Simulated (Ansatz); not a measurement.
## Redistribution: C5H10O + CH5N → C4H9NO + C2H6

Species: C5H10O (2-pentanone) `CCCC(C)=O`, singlet; CH5N `CN`, singlet; C4H9NO `CCCC(N)=O`, singlet; C2H6 (ethane) `CC`, singlet. The partners trade CH3 for NH2; both sit on C, so the bond types are kept.

Shapes, held fixed at every level: PBE0-D4/def2-TZVP. Flexible molecules stand in one conformer, not always the lowest. Programs: Ansatz 0.2.0. Electronic energies: no zero-point or thermal term.

Q: Estimate ΔE of this reaction.

A: The highest level, CCSD(T)/CBS estimate, gives ΔE = -84.0 kJ/mol; the levels span -98.0 to -84.0. The column of differences is taken from that level and isn't an error. No measured value is set beside it here. The CBS estimate extrapolates MP2 from def2-TZVPP and def2-QZVPP and adds CCSD(T) − MP2 in the triple-zeta set, cores frozen.

```csv
level,kind,ΔE (kJ/mol),less CCSD(T)/CBS estimate
HF/def2-TZVPP,Hartree–Fock,-92.0,-8.0
PBE-D4/def2-TZVPP,GGA,-94.7,-10.7
r2SCAN-D4/def2-TZVPP,meta-GGA,-98.0,-14.0
PBE0-D4/def2-TZVPP,global hybrid,-94.6,-10.6
wB97M-V/def2-TZVPP,range-separated hybrid,-89.6,-5.6
wB97X-V/def2-TZVPP,range-separated hybrid,-89.8,-5.8
B2PLYP/def2-TZVPP,double hybrid,-92.9,-8.9
CCSD(T)/CBS estimate,coupled cluster or CI,-84.0,0.0
```
